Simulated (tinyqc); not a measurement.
Worked calculation: UKS/LDA (PW92) in the sto-6g basis, for H2O+, spin multiplicity 2. Computed by tinyqc, a small Python program that keeps every step (integrals from PySCF). Settings: charge = 1, multiplicity = 2, basis = sto-6g, energy threshold = 1e-09, iteration cap = 65, orthogonalisation = symmetric, start = random, DIIS depth = 0, method = UKS, functional = lda,pw, grid = [15, 50]. Command: `OMP_NUM_THREADS=1 python tinyqc.py 25923 25924 out.jsonl` (the two numbers bound the seeds that draw the settings). One thread of a shared host (Intel(R) Xeon(R) Processor @ 2.60GHz), about 4 s of CPU time with the checks.

Geometry (angstrom):
```
atom         x          y         z
O     0.000000   0.000000  0.000000
H     0.000000   0.891000  0.819000
H     0.000000  -0.891000  0.819000
```

Stop when the energy changes by less than 1e-09 hartree and every element of the error matrix X^T (F D S - S D F) X (for each spin) is below 9e-06.

Course of the cycle:
```
iteration   E (hartree)     change  largest element of the error matrix
1          -60.16948320          -                             9.29e+00
2          -74.67733156  -1.45e+01                             2.03e-01
3          -74.12610910   5.51e-01                             3.87e-01
4          -74.51305650  -3.87e-01                             2.16e-01
5          -73.96659696   5.46e-01                             4.07e-01
6          -74.48360036  -5.17e-01                             2.16e-01
7          -73.95364838   5.30e-01                             4.08e-01
8          -74.48142550  -5.28e-01                             2.16e-01
9          -73.95282956   5.29e-01                             4.08e-01
10         -74.48128965  -5.28e-01                             2.16e-01
11         -73.95277969   5.29e-01                             4.08e-01
12         -74.48128151  -5.29e-01                             2.16e-01
13         -73.95277680   5.29e-01                             4.08e-01
14         -74.48128105  -5.29e-01                             2.16e-01
...                 ...        ...                                  ...
52         -74.48128103  -5.29e-01                             2.16e-01
53         -73.95277664   5.29e-01                             4.08e-01
54         -74.48128103  -5.29e-01                             2.16e-01
55         -73.95277664   5.29e-01                             4.08e-01
56         -74.48128103  -5.29e-01                             2.16e-01
57         -73.95277664   5.29e-01                             4.08e-01
58         -74.48128103  -5.29e-01                             2.16e-01
59         -73.95277664   5.29e-01                             4.08e-01
60         -74.48128103  -5.29e-01                             2.16e-01
61         -73.95277664   5.29e-01                             4.08e-01
62         -74.48128103  -5.29e-01                             2.16e-01
63         -73.95277664   5.29e-01                             4.08e-01
64         -74.48128103  -5.29e-01                             2.16e-01
65         -73.95277664   5.29e-01                             4.08e-01
```

Can the last value be used, and what does the course show?

Not by the stop rule. Not converged within the cap of 65 iterations: the residual has stopped falling: the iteration swings between two states. Reruns (cap 100 unless said): DIIS 8: converged in 10; damping 0.5: converged in 35; level shift 0.5: converged in 50; atomic densities as start, DIIS 8: converged in 9; the original settings with a cap of 400: not converged. PySCF UKS in the same basis, fine grid, after a stability check = -75.08823939 hartree, which differs from a converged run on this coarse grid by the grid error.
